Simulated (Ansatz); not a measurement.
**AlH4 (doublet): the correlation ladder at distance Al1–H4 along a hydrogen transfer = 1.776 Å, cc-pVDZ**

Aim: climb from Hartree-Fock through coupled cluster and multireference methods for AlH4 (doublet) at one geometry and basis, and see what each rung misses.

Program: Ansatz 0.2.0, Gaussian basis. Level of theory: cc-pVDZ, core rule «outside noble gas», up to 5 orbitals frozen. These are calculated values, not measurements.

To be run: UHF; CCSD(T) on ROHF; CCSD(T) on UHF; BCCD(T) on ROHF; CISD; CCSDT(Q) on ROHF; CCSDT(Q) on UHF; CCSDTQ on ROHF; CCSDTQ on UHF; CASSCF and MRCISD+Q, 3 electrons in 3 orbitals; CASSCF and NEVPT2, 3 electrons in 3 orbitals; Full CI.

8 further runs of the same task are left out: 8 for a known fault of the program.

## (1) What is computed

The geometry derives from fragments relaxed apart (PBE0/def2-TZVP) and kept rigid, so it is no stationary point. A hydrogen atom is moved between rigid fragments.

5 atoms, charge 0, spin multiplicity 2.

Atoms are counted from 1 here; the program's logs count them from 0.

Bond lengths: Al1–H2 1.586 Å, Al1–H3 1.586 Å, Al1–H4 1.776 Å. Angles: H2–Al1–H3 120.0°, H2–Al1–H4 120.0°, H3–Al1–H4 120.0°.

## (2) UHF

Input file in.yaml:

```yaml
crystal:
  periodic: [false, false, false]
  atoms:
    - {symbol: Al, position_ang: [-0.103583, 0.000000, 0.000000]}
    - {symbol: H, position_ang: [-0.896507, 1.373384, 0.000000]}
    - {symbol: H, position_ang: [-0.896507, -1.373384, 0.000000]}
    - {symbol: H, position_ang: [1.672417, 0.000000, 0.000000]}
    - {symbol: H, position_ang: [2.893417, 0.000000, 0.000000]}
basis:
  gaussian: {orbitals: cc-pVDZ}
magnetization: {spin_polarized: true, initial_magnetization: 1}
hamiltonian: {xc: hf}
output: {orbitals: {seedname: orbitals}}
```

Run with:

```
ansatz run in.yaml --threads 1 --pin off --events-out ev --progress --plain --max-ram 2816MiB --backend cpu
```

The runs that follow: CCSD(T) on ROHF; CCSD(T) on UHF; BCCD(T) on ROHF; CISD; CCSDT(Q) on ROHF; CCSDT(Q) on UHF; CCSDTQ on ROHF; CCSDTQ on UHF; CASSCF and MRCISD+Q, 3 electrons in 3 orbitals; CASSCF and NEVPT2, 3 electrons in 3 orbitals; Full CI.

Before running them: what should the planned runs give, taken together? Wanted: FCI below the RHF energy; RMP2 from FCI; UMP2 from FCI; RCCSD from FCI; RCCSD(T) from FCI; UCCSD(T) from FCI; RCCSDT(Q) from FCI; UCCSDT(Q) from FCI; NEVPT2 pair from FCI.

The runs gave:

| quantity | value |
| --- | --- |
| FCI below the RHF energy | -3.2472 eV |
| RMP2 from FCI | +845.8 meV |
| UMP2 from FCI | +829.9 meV |
| RCCSD from FCI | +64.0 meV |
| RCCSD(T) from FCI | +18.3 meV |
| UCCSD(T) from FCI | +18.1 meV |
| RCCSDT(Q) from FCI | +0.6 meV |
| UCCSDT(Q) from FCI | +0.5 meV |
| NEVPT2 pair from FCI | +744.8 meV |
| MRCISD+Q pair from FCI | -5.9 meV |
| levels within 1 kcal/mol (43 meV) | RCCSD(T), UCCSD(T), BCCD(T), RCCSDT, UCCSDT, RCCSDT(Q), UCCSDT(Q), RCCSDTQ, UCCSDTQ, MRCISD+Q pair |
| T1 diagnostic | 0.033 |
| effectively unpaired electrons | 1.04 |

In words: RCCSD(T) misses by +18.3 meV, 0.6 % of the correlation energy. MRCISD+Q pair falls below full CI: the +Q correction isn't variational, and the cores differ from full CI's. One determinant dominates. Of the multireference levels listed MRCISD+Q pair comes nearest in total energy (-5.9 meV), which doesn't show that its space is the better one. These misses are within one basis, not against nature; the frozen cores of restricted and unrestricted runs differ, which can shift their rows.
